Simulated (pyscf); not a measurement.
Elementary routes open to H₃C–ZnH + H₂S in the gas phase (singlet surface):
A. CH₄ + HS–ZnH (C–Zn, H–S broken; C–H, S–Zn formed)
B. H₃C–Zn–SH + H₂ (H–Zn, H–S broken; S–Zn, H–H formed)

PySCF, gas phase, ωB97X-D3(BJ)/def2-SVP geometries.

**Question.** Rank the routes by free-energy barrier at 1200 K, lowest first, for ωB97M-D3(BJ)/def2-TZVP energies (ideal gas, 1 atm, RRHO with modes under 100 cm⁻¹ raised to 100, one conformer, R ln 2 for chiral ones without a mode under 150 cm⁻¹).

**Answer.** B (2.24 eV), A (2.37 eV)

Route B is the fastest of these, ahead of the next by 0.13 eV. The most stable products are those of A (ΔG = -1.08 eV), whose barrier is 0.13 eV higher: the kinetic and the thermodynamic product differ. At 298 K B is still the fastest. A: On the reactant side the descent ends in a complex, 0.26 eV under the separated species and 0.99 eV under the saddle at ωB97X-D3(BJ)/def2-TZVP. B: On the reactant side the descent ends in a complex, 0.26 eV under the separated species and 0.88 eV under the saddle at ωB97X-D3(BJ)/def2-TZVP. Only these routes are compared; each barrier is that of the saddle found, and lower ones may exist. Elements up to Kr have no core potential and no relativistic terms here.
